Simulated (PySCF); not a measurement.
Excitations are Tamm–Dancoff values on a coarser integration grid. The basis has no diffuse functions, so Rydberg states are missing or too high.

Z-matrix (Å, degrees):
```
C
F 1 1.3259
F 1 1.3259 2 109.47
F 1 1.3259 2 109.47 3 -120.00
F 1 1.3259 2 109.47 3 120.00
```
Charge 0, multiplicity 1.

### Question
What is the computed T1 excitation (TDA), total energy, brightest of the four lowest singlets (TDA), LUMO and S1 excitation (TDA) (PBE-D3(BJ)/def2-TZVP // B3LYP-D3(BJ)/def2-TZVP (PySCF))?

### Answer

```yaml
T1 excitation (TDA): 11.82 eV
total_energy: -437.2781 Ha
brightest of the four lowest singlets (TDA): 13.38 eV
LUMO: 1.65 eV
S1 excitation (TDA): 12.10 eV
```
